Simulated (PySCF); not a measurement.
# PF3 (phosphorus trifluoride): B3LYP/STO-6G

Aim: the energy change on altering one bond length of PF3 (phosphorus trifluoride) at B3LYP/STO-6G, from 2 runs. Input form: a Python script.

The calculation is run with PySCF 2.14.0.

22 further runs of the same task are left out: 12 that didn't finish, 10 set aside as unsound or not needed.

### 1 The molecule

PF3 has 4 atoms, charge 0, and is taken as a singlet. As SMILES, `FP(F)F`. Geometry: relaxed at PBE0-D4/def2-TZVP.

Bond lengths: F1–P2 1.572 Å, P2–F3 1.572 Å, P2–F4 1.572 Å. Angles: F1–P2–F3 97.6°, F1–P2–F4 97.6°, F3–P2–F4 97.6°.

### 2 The energy at B3LYP/STO-6G

job.py reads:

```python
from pyscf import gto, dft

mol = gto.M(
    atom='''
F      1.576787    -1.253266     1.652565
P     -0.562194     0.594508     0.741340
F     -2.006700    -1.316194    -1.014594
F      0.992106     1.975142    -1.379500
''',
    max_memory=1860,
    spin=0,
    charge=0,
    verbose=4,
    unit='bohr',
    basis='sto-6g',
)

mf = dft.RKS(mol, xc='b3lyp')
mf.conv_tol = 1e-10
mf.grids.level = 5
mf.kernel()
if not mf.converged:
    mf = mf.newton().run(mf.mo_coeff, mf.mo_occ)

e_tot = mf.e_tot
print(f'total energy: {e_tot:.8f} hartree')
```

On the command line:

```sh
$ OMP_NUM_THREADS=1 python job.py
```

Log:

```text
PySCF version 2.14.0

[INPUT] num. atoms = 4
[INPUT] num. electrons = 42
[INPUT] charge = 0
[INPUT] spin (= nelec alpha-beta = 2S) = 0
[INPUT] symmetry False subgroup None
[INPUT] Mole.unit = bohr
[INPUT] Symbol           X                Y                Z      unit          X                Y                Z       unit  Magmom
[INPUT]  1 F      0.834399746875  -0.663199806421   0.874499737564 AA    1.576787000000  -1.253266000000   1.652565000000 Bohr   0.0
[INPUT]  2 P     -0.297500252916   0.314600085310   0.392300233543 AA   -0.562194000000   0.594508000000   0.741340000000 Bohr   0.0
[INPUT]  3 F     -1.061899909153  -0.696499869950  -0.536900023136 AA   -2.006700000000  -1.316194000000  -1.014594000000 Bohr   0.0
[INPUT]  4 F      0.524999886017   1.045200134731  -0.729999962464 AA    0.992106000000   1.975142000000  -1.379500000000 Bohr   0.0

nuclear repulsion = 190.762099706074
number of shells = 14
number of NR pGTOs = 144
number of NR cGTOs = 24
basis = sto-6g
ecp = {}

******** <class 'pyscf.dft.rks.RKS'> ********
method = RKS
initial guess = minao
damping factor = 0
level_shift factor = 0
DIIS = <class 'pyscf.scf.diis.CDIIS'>
diis_start_cycle = 1
diis_space = 8
diis_damp = 0
SCF conv_tol = 1e-10
SCF conv_tol_grad = None
SCF max_cycles = 50
direct_scf = True
direct_scf_tol = 1e-13
XC library pyscf.dft.libxc version 7.0.0
    S. Lehtola, C. Steigemann, M. J.T. Oliveira, and M. A.L. Marques.,  SoftwareX 7, 1–5 (2018)
XC functionals = b3lyp
    P. J. Stephens, F. J. Devlin, C. F. Chabalowski, and M. J. Frisch.,  J. Phys. Chem. 98, 11623 (1994)
radial grids:
    Treutler-Ahlrichs [JCP 102, 346 (1995); DOI:10.1063/1.469408] (M4) radial grids

becke partition: Becke, JCP 88, 2547 (1988); DOI:10.1063/1.454033
pruning grids: <function nwchem_prune>
grids dens level: 5
symmetrized grids: False
atomic radii adjust function: <function treutler_atomic_radii_adjust>
small_rho_cutoff = 0
Set gradient conv threshold to 1e-05
Initial guess from minao.
tot grids = 175224
init E= -638.545149184723
  HOMO = -0.312909246503514  LUMO = 0.0807589360544917  gap/eV = 10.71226
cycle= 1 E= -637.886515000632  delta_E= 0.659  |g|= 0.633  |ddm|= 2.69
  HOMO = -0.0883922307750824  LUMO = 0.207197957605551  gap/eV = 8.04342
cycle= 2 E= -637.905909504237  delta_E= -0.0194  |g|= 0.643  |ddm|= 2.03
  HOMO = -0.135891031570963  LUMO = 0.238389076544082  gap/eV = 10.18468
cycle= 3 E= -638.061746097053  delta_E= -0.156  |g|= 0.00398  |ddm|= 0.989
  HOMO = -0.13847271451728  LUMO = 0.237981357815256  gap/eV = 10.24384
cycle= 4 E= -638.061752822405  delta_E= -6.73e-06  |g|= 0.000497  |ddm|= 0.00782
  HOMO = -0.138440622772017  LUMO = 0.238109642603516  gap/eV = 10.24645
cycle= 5 E= -638.061752960062  delta_E= -1.38e-07  |g|= 9.14e-05  |ddm|= 0.0013
  HOMO = -0.13844042280841  LUMO = 0.238111061806101  gap/eV = 10.24649
cycle= 6 E= -638.061752961594  delta_E= -1.53e-09  |g|= 7.29e-05  |ddm|= 0.000292
  HOMO = -0.138440339770564  LUMO = 0.238107114865097  gap/eV = 10.24638
cycle= 7 E= -638.0617529638  delta_E= -2.21e-09  |g|= 1.38e-06  |ddm|= 0.000131
  HOMO = -0.13844026066149  LUMO = 0.23810709463192  gap/eV = 10.24638
cycle= 8 E= -638.0617529638  delta_E= -6.82e-13  |g|= 4.82e-08  |ddm|= 2.55e-06
  HOMO = -0.138440268428573  LUMO = 0.238107099916118  gap/eV = 10.24638
Extra cycle  E= -638.061752963801  delta_E= -3.41e-13  |g|= 3.98e-08  |ddm|= 1.42e-07
converged SCF energy = -638.061752963801
total energy: -638.06175296 hartree
```

Wall time 8.4 s (1 thread of Arm Neoverse V1, shared host); peak memory 0.22 GiB.

### 3 The distorted shape, same level

calc.py reads:

```python
from pyscf import gto, dft

system = gto.M(
    atom='''
F        1.739912      -1.445433       1.260256
P       -0.297500       0.314600       0.392300
F       -1.061900      -0.696500      -0.536900
F        0.525000       1.045200      -0.730000
''',
    spin=0,
    max_memory=1860,
    verbose=4,
    basis='sto-6g',
)

mf = dft.RKS(system)
mf.xc = 'b3lyp'
mf.conv_tol = 1e-10
mf.grids.level = 5
mf.kernel()
if not mf.converged:
    mf = mf.newton().run(mf.mo_coeff, mf.mo_occ)

e_tot = mf.e_tot
print('E(%s) = %.9f' % ('B3LYP', e_tot))
```

On the command line:

```sh
$ OMP_NUM_THREADS=1 python calc.py
```

Log:

```text
PySCF version 2.14.0

[INPUT] num. atoms = 4
[INPUT] num. electrons = 42
[INPUT] charge = 0
[INPUT] spin (= nelec alpha-beta = 2S) = 0
[INPUT] symmetry False subgroup None
[INPUT] Mole.unit = angstrom
[INPUT] Symbol           X                Y                Z      unit          X                Y                Z       unit  Magmom
[INPUT]  1 F      1.739912000000  -1.445433000000   1.260256000000 AA    3.287957160844  -2.731472501408   2.381538686840 Bohr   0.0
[INPUT]  2 P     -0.297500000000   0.314600000000   0.392300000000 AA   -0.562193522058   0.594507838788   0.741339558667 Bohr   0.0
[INPUT]  3 F     -1.061900000000  -0.696500000000  -0.536900000000 AA   -2.006700171676  -1.316194245760  -1.014593956279 Bohr   0.0
[INPUT]  4 F      0.525000000000   1.045200000000  -0.730000000000 AA    0.992106215397   1.975141745395  -1.379500070932 Bohr   0.0

nuclear repulsion = 159.42330206994
number of shells = 14
number of NR pGTOs = 144
number of NR cGTOs = 24
basis = sto-6g
ecp = {}

******** <class 'pyscf.dft.rks.RKS'> ********
method = RKS
initial guess = minao
damping factor = 0
level_shift factor = 0
DIIS = <class 'pyscf.scf.diis.CDIIS'>
diis_start_cycle = 1
diis_space = 8
diis_damp = 0
SCF conv_tol = 1e-10
SCF conv_tol_grad = None
SCF max_cycles = 50
direct_scf = True
direct_scf_tol = 1e-13
XC library pyscf.dft.libxc version 7.0.0
    S. Lehtola, C. Steigemann, M. J.T. Oliveira, and M. A.L. Marques.,  SoftwareX 7, 1–5 (2018)
XC functionals = b3lyp
    P. J. Stephens, F. J. Devlin, C. F. Chabalowski, and M. J. Frisch.,  J. Phys. Chem. 98, 11623 (1994)
radial grids:
    Treutler-Ahlrichs [JCP 102, 346 (1995); DOI:10.1063/1.469408] (M4) radial grids

becke partition: Becke, JCP 88, 2547 (1988); DOI:10.1063/1.454033
pruning grids: <function nwchem_prune>
grids dens level: 5
symmetrized grids: False
atomic radii adjust function: <function treutler_atomic_radii_adjust>
small_rho_cutoff = 0
Set gradient conv threshold to 1e-05
Initial guess from minao.
tot grids = 175224
init E= -637.98454228314
  HOMO = -0.377545786838794  LUMO = -0.143097299656425  gap/eV = 6.37967
cycle= 1 E= -637.438627496361  delta_E= 0.546  |g|= 0.639  |ddm|=  2.5
  HOMO = 0.103222992769989  LUMO = 0.428631573201162  gap/eV = 8.85482
cycle= 2 E= -624.156409742715  delta_E= 13.3  |g|= 0.623  |ddm|= 7.19
  HOMO = 0.410968279003822  LUMO = 0.516029019548621  gap/eV = 2.85885
cycle= 3 E= -637.231898360803  delta_E= -13.1  |g|= 0.961  |ddm|=  7.2
  HOMO = -0.0853856592872727  LUMO = 0.100512222128713  gap/eV = 5.05854
cycle= 4 E= -637.579240520574  delta_E= -0.347  |g|= 0.235  |ddm|= 1.12
  HOMO = -0.151632429276726  LUMO = 0.051417267257618  gap/eV = 5.52526
cycle= 5 E= -637.601907825651  delta_E= -0.0227  |g|= 0.221  |ddm|= 0.194
  HOMO = -0.0236987831277711  LUMO = 0.00543414778203816  gap/eV = 0.79275
cycle= 6 E= -637.89554287062  delta_E= -0.294  |g|= 0.0752  |ddm|=  1.9
  HOMO = -0.0479923355387712  LUMO = 0.0126192679282134  gap/eV = 1.64933
cycle= 7 E= -637.794249252907  delta_E= 0.101  |g|= 0.423  |ddm|= 0.663
  HOMO = -0.0827441838728769  LUMO = 0.000493546960715685  gap/eV = 2.26501
cycle= 8 E= -637.898405700689  delta_E= -0.104  |g|= 0.0178  |ddm|= 0.815
  HOMO = -0.0794947960415548  LUMO = 0.00100360089416596  gap/eV = 2.19047
cycle= 9 E= -637.898562831875  delta_E= -0.000157  |g|= 0.00672  |ddm|= 0.0439
  HOMO = -0.0784258752391638  LUMO = 0.00120701142077273  gap/eV = 2.16692
cycle= 10 E= -637.898460543927  delta_E= 0.000102  |g|= 0.0149  |ddm|= 0.0198
  HOMO = -0.0792054168582498  LUMO = 0.00103192582900019  gap/eV = 2.18337
cycle= 11 E= -637.898578923945  delta_E= -0.000118  |g|= 0.00331  |ddm|= 0.0214
  HOMO = -0.0793899305648033  LUMO = 0.000982450301138194  gap/eV = 2.18704
cycle= 12 E= -637.8985843087  delta_E= -5.38e-06  |g|= 0.0012  |ddm|= 0.00412
  HOMO = -0.0795119688759977  LUMO = 0.000961195338869181  gap/eV = 2.18979
cycle= 13 E= -637.898585111004  delta_E= -8.02e-07  |g|= 0.000206  |ddm|= 0.00272
  HOMO = -0.0794958731804752  LUMO = 0.00096239101573603  gap/eV = 2.18938
cycle= 14 E= -637.898585136685  delta_E= -2.57e-08  |g|= 8.54e-06  |ddm|= 0.000499
  HOMO = -0.0794950419446379  LUMO = 0.000963029027754803  gap/eV = 2.18938
cycle= 15 E= -637.89858513719  delta_E= -5.05e-10  |g|= 6.35e-06  |ddm|= 0.000282
  HOMO = -0.0794955780759109  LUMO = 0.00096297242913107  gap/eV = 2.18939
cycle= 16 E= -637.898585137214  delta_E= -2.36e-11  |g|= 2.83e-07  |ddm|= 1.42e-05
  HOMO = -0.0794953435355286  LUMO = 0.000963016538197636  gap/eV = 2.18938
Extra cycle  E= -637.89858513721  delta_E= 3.3e-12  |g|= 2.5e-06  |ddm|= 5.16e-06
converged SCF energy = -637.89858513721
E(B3LYP) = -637.898585137
```

It took 6.9 s on 1 thread of Arm Neoverse V1, shared host; peak memory 0.22 GiB.

### 4 Outcome

Level: B3LYP/STO-6G.

| quantity | value |
| --- | --- |
| first shape: total energy | -638.06175 Eh |
| first shape: dipole moment | 0.79 D |
| first shape: HOMO energy | -3.77 eV |
| first shape: LUMO energy | 6.48 eV |
| first shape: HOMO–LUMO gap | 10.25 eV |
| distorted shape: total energy | -637.89859 Eh |
| distorted shape: dipole moment | 2.69 D |
| distorted shape: HOMO energy | -2.16 eV |
| distorted shape: LUMO energy | 0.03 eV |
| distorted shape: HOMO–LUMO gap | 2.19 eV |
| energy change with the F1–P2 bond stretched from 1.572 to 2.829 Å | 4.440 eV |

One bond (distorted shape) is far stretched, which a spin-restricted single reference describes badly; a broken-symmetry solution may lie lower. With the F1–P2 bond stretched from 1.572 to 2.829 Å the energy rises by 4.44 eV (428 kJ/mol). The first shape isn't relaxed at this level, so the change isn't measured from a minimum. A restricted reference can't describe the breaking bond well at this length. The minimal basis adds a large error of its own.
